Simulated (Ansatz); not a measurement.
## Cubic perovskite SrTiO3 (cubic form, which distorts at low temperature), band gap

Reference value: 3.59 eV (measured, zero-point renormalisation of 336 meV (experimental, the table's column) added back here, indirect; inputs from Miglio et al. (2020), arXiv:2011.12765).

| level (code) | value (eV) | error (eV) |
|---|---|---|
| LDA+SOC (Ansatz) | 1.77 (indirect) | -1.82 |
| PBEsol+SOC (Ansatz) | 1.82 (indirect) | -1.77 |
| r²SCAN+SOC (Ansatz) | 2.25 (indirect) | -1.34 |
| Hartree–Fock (Ansatz) | 12.25 | +8.66 |

Of the ranked levels r²SCAN+SOC (-1.34 eV) comes nearest. Among them Hartree–Fock (+8.66 eV) misses by most. No ranked level lands within 0.3 eV. Even the nearest is off by 1.34 eV.

Semilocal Kohn–Sham gaps run low as a rule, and all computed gaps are for a static lattice, while measured ones hold electron–phonon shifts unless said otherwise. Levels without +SOC have no spin–orbit coupling; where heavier elements are present it shifts gaps, mostly down, and can invert bands.  Values are at the measured cell. Cutoffs and k meshes differ between the levels. Ansatz's density-functional and Hartree–Fock values are scalar-relativistic unless marked +SOC, with PAW data made under PBE.

Differences are worked out from the printed values.

Ansatz is a program for electronic structure.
